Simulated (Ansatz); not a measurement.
**CHAl (singlet): from Hartree-Fock to the top rungs at angle C2–Al1–H3 = 140.5°, 6-31G**

How much of the correlation energy of CHAl (singlet) does each wave-function method recover here?

Program: Ansatz 0.2.0, Gaussian basis. Level of theory: 6-31G, core rule «outside noble gas», up to 6 orbitals frozen. These are calculated values, not measurements.

The runs, in order: UHF; CCSD(T) on RHF; CCSD(T) on UHF; BCCD(T) on RHF; CISD; CCSDT(Q) on RHF; CCSDT(Q) on UHF; CCSDTQ on RHF; CCSDTQ on UHF; CASSCF and MRCISD+Q, 2 electrons in 2 orbitals; CASSCF and NEVPT2, 2 electrons in 2 orbitals; CASSCF and MRCISD+Q, 8 electrons in 9 orbitals; CASSCF and NEVPT2, 8 electrons in 9 orbitals; Full CI.

16 further runs of the same task are left out: 1 for a mislabelled method, 2 for a known fault of the program, 11 that didn't finish, 2 set aside as unsound or not needed.

**1. What is computed**

The geometry derives from a PBE0/def2-TZVP stationary point (not a proven minimum). One angle is set to the value named; bond lengths are kept.

3 atoms, charge 0, spin multiplicity 1.

Atoms are counted from 1 here; the program's logs count them from 0.

Bond lengths: Al1–C2 1.924 Å, Al1–H3 1.591 Å. Angles: C2–Al1–H3 140.5°.

**2. UHF**

Input file in.yaml:

```yaml
crystal:
  periodic: [false, false, false]
  atoms:
    - {symbol: Al, position_ang: [-0.208719, 0.000000, 0.505861]}
    - {symbol: C, position_ang: [0.441274, 0.000000, -1.304519]}
    - {symbol: H, position_ang: [0.328944, 0.000000, 2.003376]}
basis:
  gaussian: {orbitals: 6-31G}
magnetization: {spin_polarized: true, initial_magnetization: 0}
hamiltonian: {xc: hf}
output: {orbitals: {seedname: orbitals}}
```

The run is started by

```sh
ansatz run in.yaml --threads 1 --pin off --events-out ev --progress --plain --max-ram 2393MiB
```

After this run come: CCSD(T) on RHF; CCSD(T) on UHF; BCCD(T) on RHF; CISD; CCSDT(Q) on RHF; CCSDT(Q) on UHF; CCSDTQ on RHF; CCSDTQ on UHF; CASSCF and MRCISD+Q, 2 electrons in 2 orbitals; CASSCF and NEVPT2, 2 electrons in 2 orbitals; CASSCF and MRCISD+Q, 8 electrons in 9 orbitals; CASSCF and NEVPT2, 8 electrons in 9 orbitals; Full CI.

Q: Predict the results of all the runs planned. Wanted: FCI below the RHF energy; RMP2 from FCI; RCCSD from FCI; RCCSD(T) from FCI; RCCSDT(Q) from FCI; T1 diagnostic; effectively unpaired electrons.

As calculated:

| quantity | value |
| --- | --- |
| FCI below the RHF energy | -4.2112 eV |
| RMP2 from FCI | +1126.9 meV |
| RCCSD from FCI | +349.3 meV |
| RCCSD(T) from FCI | +110.2 meV |
| RCCSDT(Q) from FCI | +14.1 meV |
| levels within 1 kcal/mol (43 meV) | RCCSDT(Q), RCCSDTQ |
| T1 diagnostic | 0.057 |
| effectively unpaired electrons | 1.70 |

In words: RCCSD(T) misses by +110.2 meV, 2.6 % of the correlation energy. With 1.7 effectively unpaired electrons against 0 the state is strongly multireference. Coupled cluster on one determinant still stays close here. Coupled cluster took another determinant than the lowest Hartree-Fock one. These misses are within one basis, not against nature.
